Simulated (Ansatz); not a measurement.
Species: CH2, charge 0, singlet. This singlet is an excited state, 0.4 eV above the triplet at CCSD(T)/cc-pV5Z (Ansatz, an electronic-structure program). CH2 (SMILES [CH2]).
B3LYP-D3(BJ)/def2-TZVP minimum from Ansatz:
```xyz
3

C      0.0073     0.0003     0.1749
H     -0.0104     0.8611    -0.5267
H     -0.0333    -0.8629    -0.5227
```

Total energies in cc-pV5Z, 6 correlated electrons, 1 frozen orbitals. UHF or UKS for unpaired electrons; spin-orbit terms are left out. Correlated methods leave the cores frozen. No relativity. The restricted determinant of CH2 ([CH2], singlet) is unstable towards broken spin symmetry in at least one set run.

| method | program | energy (Eh) | minus CCSDT(Q) (mEh) |
|---|---|---|---|
| HF | Ansatz | -38.89574 | 180.26 |
| MP2 | Ansatz | -39.04761 | 28.39 |
| CCSD | Ansatz | -39.06949 | 6.51 |
| CCSD(T) | Ansatz | -39.07503 | 0.97 |
| CCSDT(Q) | Ansatz | -39.07600 | 0.00 |
